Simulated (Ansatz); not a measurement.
Complex (SMILES): C (CH4) with F (HF), atoms 1 to 5 the first; geometry from A24 set, monomers rigid:
```xyz
7

C      0.0000     0.0000     1.7707
H      0.5159    -0.8936     1.4203
H      0.0000     0.0000     2.8581
H      0.5159     0.8936     1.4203
H     -1.0319     0.0000     1.4203
H      0.0000     0.0000    -0.5488
F      0.0000     0.0000    -1.4680
```

Interaction energy at PBE with Ansatz (a first-principles code), kcal/mol, without and with the counterpoise correction (monomers among the partner's ghost functions). All functions are spherical. The program fits the integrals of some runs and decomposes those of others, by size. No added dispersion term, no relativity. Reference, counterpoise-corrected: the value in aug-pcseg-3, -1.65.

| basis | functions | uncorrected | counterpoise | counterpoise correction | mean of both |
|---|---|---|---|---|---|
| 3-21G | 28 | -2.59 | -1.28 | 1.30 | -1.94 |
| pcseg-0 | 28 | -2.53 | -1.13 | 1.40 | -1.83 |
| def2-SV(P) | 38 | -2.82 | -1.09 | 1.73 | -1.96 |
| 6-311G** | 66 | -2.48 | -1.23 | 1.25 | -1.86 |
| def2-SVPD | 83 | -2.20 | -1.49 | 0.71 | -1.85 |
| def2-TZVP | 92 | -1.96 | -1.46 | 0.50 | -1.71 |
| 6-311++G(2d,2p) | 104 | -1.82 | -1.62 | 0.20 | -1.72 |
| pcseg-2 | 130 | -1.82 | -1.53 | 0.28 | -1.67 |
| def2-TZVPP | 132 | -1.93 | -1.51 | 0.42 | -1.72 |
| aug-pcseg-2 | 207 | -1.68 | -1.63 | 0.05 | -1.65 |
| cc-pVQZ | 260 | -2.02 | -1.56 | 0.46 | -1.79 |
| pcseg-3 | 285 | -1.68 | -1.65 | 0.03 | -1.66 |

The corrected value lies nearer the reference in 11 of 12 rows.
